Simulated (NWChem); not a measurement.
Molecule: formaldehyde (CH₂O); SMILES C=O

Computed with NWChem. Pople sets run with spherical d functions. Structure relaxed at the PBE-D3(BJ)/def2-SVP level. Ions are spin-unrestricted doublets at the neutral geometry; other ion states weren't tried.

```json
[
 {"level": "B3LYP/6-31+G*", "vertical ionisation energy, ΔSCF (eV)": "10.92", "−ε(HOMO) (eV)": "7.69", "ΔSCF minus −ε(HOMO) (eV)": "3.23"},
 {"level": "PBE/6-31+G*", "vertical ionisation energy, ΔSCF (eV)": "10.77", "−ε(HOMO) (eV)": "6.28", "ΔSCF minus −ε(HOMO) (eV)": "4.49"},
 {"level": "r2SCAN/6-31+G*", "vertical ionisation energy, ΔSCF (eV)": "10.74", "−ε(HOMO) (eV)": "6.61", "ΔSCF minus −ε(HOMO) (eV)": "4.13"},
 {"level": "M06-2X/6-31+G*", "vertical ionisation energy, ΔSCF (eV)": "10.99", "−ε(HOMO) (eV)": "9.49", "ΔSCF minus −ε(HOMO) (eV)": "1.50"},
 {"level": "PBE0/6-31+G*", "vertical ionisation energy, ΔSCF (eV)": "10.81", "−ε(HOMO) (eV)": "7.90", "ΔSCF minus −ε(HOMO) (eV)": "2.91"}
]
```
